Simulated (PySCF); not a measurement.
## Chlorine: a sound run and one with changed settings

Sound run: Cl [Ne] 3s2 3p5, Cl⁺ [Ne] 3s2 3p4. Calculation: PySCF 2.14, in cc-pVTZ-DK; the spin-free X2C one-electron Hamiltonian (Gaussian nucleus). The sound run starts from symmetry-adapted Hartree-Fock orbitals and uses a fine grid where one is needed.

Changed run: initial guess atom, at most 50 SCF cycles, level shift 10.0 hartree.

| species | method | sound run (hartree) | changed run (hartree) | converged |
| --- | --- | --- | --- | --- |
| Cl | UHF | -460.89424 | -460.89424 | no |
| Cl | BP86 | -461.62317 | -461.62317 | no |
| Cl | PBE0 | -461.42396 | -461.42396 | no |
| Cl⁺ | UHF | -460.46221 | -460.46221 | no |
| Cl⁺ | BP86 | -461.14218 | -461.14215 | no |
| Cl⁺ | PBE0 | -460.94848 | -460.94847 | no |

A level shift slows the SCF but leaves a converged energy unchanged.
